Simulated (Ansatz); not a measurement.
# [HF2]− (SMILES F[H-]F): CCSDT(Q)/STO-3G

Aim: the vertical singlet–triplet gap of [HF2]− at CCSDT(Q)/STO-3G, from 2 runs. 

The results are computed with Ansatz 0.2.0.

1 further run of the same task is left out (set aside as unsound or not needed).

## 1. The structure to begin with

[HF2]−: 3 atoms, total charge -1, spin state singlet. SMILES: `F[H-]F`. The coordinates come from a PBE0-D4/def2-TZVPD relaxation.

A long bond or contact: F1–H2 1.143 Å.

## 2. The energy at CCSDT(Q)/STO-3G

File input.yaml:

```yaml
crystal:
  periodic: [false, false, false]
  atoms:
    - {symbol: F, position_ang: [-0.973200, 0.344400, -0.491000]}
    - {symbol: H, position_ang: [-0.000000, 0.000000, -0.000000]}
    - {symbol: F, position_ang: [0.973200, -0.344400, 0.491000]}
basis:
  gaussian: {orbitals: STO-3G}
total_charge: -1
correlation: {method: ccsdt_q, frozen_orbitals: {F: 1, H: 0}}
accuracy: high
scf: {omitted_lower_state_checks: [cluster_reference, increment]}
```

Started as:

```bash
$ ansatz run input.yaml --threads 1 --pin off --max-ram 2610MiB --events-out events.jsonl --progress --plain --runs-dir runs
```

Standard output, cut to the lines that bear on the results:

```text
Warning: RAYON_NUM_THREADS=1 ignored (pool sized by the plan → 1); use --threads N
Functional definition: HF
  name "HF"
[...]
160 factors; integrals over basis functions are off by at most 3.7e-8 eV
[...]
mean field -5343.17326543 eV, -196.3579957715 hartree, gradient 3.0e-9 eV, S^2 0.000000; 0 other end points of the search recorded, 0 dependent functions left out
2 core orbitals not correlated: weight in the atoms' cores, before any rotation towards them, 1.000 or more for the frozen orbitals, at most 0.000 for the correlated occupied ones
reference -5343.17326543 eV, -196.3579957715 hartree; 8, 8 occupied and 1, 1 virtual orbitals, 160 factors
second order -0.60418933 eV of doubles, -0.00000000 eV of singles
cycle   1  -0.71645460 eV  change   -1.1e-1 eV  update   2.8e-2
[...]
cycle  14  -0.77844562 eV  change    1.2e-9 eV  update  2.1e-10
perturbative correction 0.00000000 eV, 0.0000000000 hartree
Total energy: -5343.95171105 eV, -196.3866031206 hartree
Checks for a lower state left out: cluster_reference, increment
```

It took 0.12 s on 1 thread of Arm Neoverse V1, shared host.

## 3. The triplet, same level

File run.yaml:

```yaml
crystal:
  periodic: [false, false, false]
  atoms:
    - symbol: F
      position_ang: [-0.973200, 0.344400, -0.491000]
    - symbol: H
      position_ang: [-0.000000, 0.000000, -0.000000]
    - symbol: F
      position_ang: [0.973200, -0.344400, 0.491000]
basis:
  gaussian:
    orbitals: STO-3G
scf:
  omitted_lower_state_checks: [cluster_reference, increment]
correlation:
  method: ccsdt_q
  frozen_orbitals: {F: 1, H: 0}
accuracy: high
total_charge: -1
magnetization:
  spin_polarized: true
  initial_magnetization: 2
```

Started as:

```bash
$ ansatz run run.yaml --threads 1 --pin off --max-ram 2610MiB --events-out events.jsonl --progress --plain --runs-dir runs
```

Standard output, cut to the lines that bear on the results:

```text
Warning: RAYON_NUM_THREADS=1 ignored (pool sized by the plan → 1); use --threads N
[... 2 set-up lines as earlier in the session ...]
[...]
160 factors; integrals over basis functions are off by at most 3.7e-8 eV
[...]
mean field -5330.73568544 eV, -195.9009231374 hartree, gradient 3.4e-8 eV, S^2 2.000000; 0 other end points of the search recorded, 0 dependent functions left out
2 core orbitals not correlated: weight in the atoms' cores, before any rotation towards them, 1.000 or more for the frozen orbitals, at most 0.000 for the correlated occupied ones
reference -5330.73568544 eV, -195.9009231374 hartree; 9, 7 occupied and 0, 2 virtual orbitals, 160 factors
second order -0.03530374 eV of doubles, -0.00000000 eV of singles
cycle   1  -0.04588288 eV  change   -1.1e-2 eV  update   7.3e-3
[...]
cycle  10  -0.05236214 eV  change  -7.6e-10 eV  update  9.0e-10
perturbative correction 0.00000000 eV, 0.0000000000 hartree
WARN: these amplitudes may be one of several solutions (largest doubles amplitude 0.03, level shift 0.91 eV)
Total energy: -5330.78804758 eV, -195.9028474107 hartree
Checks for a lower state left out: cluster_reference, increment
```

Run time: 0.26 s. Hardware: 1 thread of Arm Neoverse V1, shared host.

## 4. What came out

Level: CCSDT(Q)/STO-3G, 2 core orbitals frozen.

| quantity | value |
| --- | --- |
| singlet: total energy | -196.38660 Eh |
| singlet: correlation energy (2 core orbitals frozen) | -28.6 mEh |
| singlet: T1 diagnostic | 0.006 |
| triplet: total energy | -195.90285 Eh |
| triplet: correlation energy (2 core orbitals frozen) | -1.9 mEh |
| triplet: ⟨S²⟩ of the reference determinant | 2.000 |
| triplet: T1 diagnostic | 0.001 |
| vertical energy of the triplet above the singlet | 13.164 eV |

In words: At this shape the triplet lies 13.16 eV (304 kcal/mol) above the singlet. For an anion a state so high probably lies above electron detachment. In a minimal basis such a difference can be off by several eV, whatever the method.
